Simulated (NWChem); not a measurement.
# Total energies of methanol (CH₄O)

```xyz
6

C      0.6125    -0.2314     0.0000
O     -0.6650     0.3583     0.0000
H      0.8066    -0.8558     0.8960
H      1.3548     0.5819     0.0000
H      0.8066    -0.8558    -0.8960
H     -1.3230    -0.3478     0.0000
```
Charge 0, spin multiplicity 1.

All runs are NWChem calculations. All single points use one geometry, from B3LYP/def2-SVP, a minimum by its harmonic frequencies.

Basis set: cc-pVDZ (48 functions).

```json
[
 {"method": "RHF", "total energy (Ha)": "-115.04876"},
 {"method": "MP2", "total energy (Ha)": "-115.38781"},
 {"method": "B2PLYP", "total energy (Ha)": "-115.60422"},
 {"method": "PBE", "total energy (Ha)": "-115.57812"},
 {"method": "B3LYP", "total energy (Ha)": "-115.72275"},
 {"method": "BP86", "total energy (Ha)": "-115.71992"},
 {"method": "CCSD(T)", "total energy (Ha)": "-115.42057"}
]
```

Total energies of different functionals aren't comparable as a measure of quality: only differences taken within one method are. 

The correlated methods keep 2 core orbitals frozen. B3LYP has NWChem's definition, with VWN1-RPA local correlation. No row is a measurement; the coupled-cluster row has its own basis-set and correlation limits.
